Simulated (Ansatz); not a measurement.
# CHN (singlet): wB97M-V, B2PLYP over a scan of the distance C2–H3, 6-31G

How well do these functionals follow the top wave-function level for CHN (singlet) over a scan of the distance C2–H3?

The runs use Ansatz 0.2.0, Gaussian basis; 6-31G, all electrons in the functionals, frozen cores in the correlation of double hybrids and RPA.

To be run: wB97M-V, B2PLYP, at 0.864 Å; 0.957 Å; 1.069 Å; 1.158 Å; 1.322 Å; 1.448 Å; 1.684 Å; 1.999 Å; 2.384 Å; 2.847 Å; 3.711 Å.

16 further runs of the same task are left out: 13 that didn't finish, 3 set aside as unsound or not needed.

## Step 1: What is computed

The geometry derives from a PBE0/def2-TZVP stationary point (not a proven minimum). One bond is set to the value named and the two fragments are kept rigid.

3 atoms, charge 0, spin multiplicity 1.

Atoms are counted from 1 here; the program's logs count them from 0.

Bond lengths: N1–C2 1.146 Å, C2–H3 1.069 Å. Angles: N1–C2–H3 180.0°.

No dispersion term is added; wB97M-V holds VV10 nonlocal correlation.

The geometry shown and the zero of energy belong to the point 1.069 Å. The yardstick, FCI, and other wave-function levels (R restricted, U unrestricted, valence and pair active spaces) come from earlier runs.

## Step 2: wB97M-V, 0.864 Å

The input, in.yaml:

```yaml
crystal:
  periodic: [false, false, false]
  atoms:
    - {symbol: N, position_ang: [0.000000, 0.000000, 1.051737]}
    - {symbol: C, position_ang: [0.000000, 0.000000, -0.093869]}
    - {symbol: H, position_ang: [0.000000, 0.000000, -0.957869]}
basis:
  gaussian: {orbitals: 6-31G}
hamiltonian: {xc: {name: wB97M-V}}
output: {forces: true, orbitals: {seedname: orbitals}}
```

Launch:

```
$ ansatz run in.yaml --threads 1 --pin off --events-out ev --progress --plain --max-ram 2393MiB
```

After this run come: wB97M-V, 0.957 Å; wB97M-V, 1.069 Å; wB97M-V, 1.158 Å; wB97M-V, 1.322 Å; wB97M-V, 1.448 Å; wB97M-V, 1.684 Å; wB97M-V, 1.999 Å; wB97M-V, 2.384 Å; wB97M-V, 2.847 Å; wB97M-V, 3.711 Å; B2PLYP, 0.864 Å; B2PLYP, 0.957 Å; B2PLYP, 1.069 Å; B2PLYP, 1.158 Å; B2PLYP, 1.322 Å; B2PLYP, 1.448 Å; B2PLYP, 1.684 Å; B2PLYP, 1.999 Å; B2PLYP, 2.384 Å; B2PLYP, 2.847 Å; B2PLYP, 3.711 Å.

**Question.** What will the summary of the whole plan be? Wanted: span of the FCI curve; largest miss, wB97M-V; largest miss, B2PLYP.

As calculated:

| quantity | value |
| --- | --- |
| span of the FCI curve | 119.5 kcal/mol |
| largest miss, wB97M-V | +20.4 kcal/mol (2.384 Å) |
| largest miss, B2PLYP | +15.0 kcal/mol (1.999 Å) |

In words: Of the functionals, B2PLYP keep the smallest largest miss at the points compared (at most 15.0 kcal/mol) and wB97M-V strays most (20.4 kcal/mol, at 2.384 Å). wB97M-V, B2PLYP clearly break the spin symmetry at some points (⟨S²⟩ up to 1.04 above the pure value), so energy there is bought with a mixed spin. Functionals and the yardstick converge differently with the basis, so part of each miss in 6-31G is the basis.
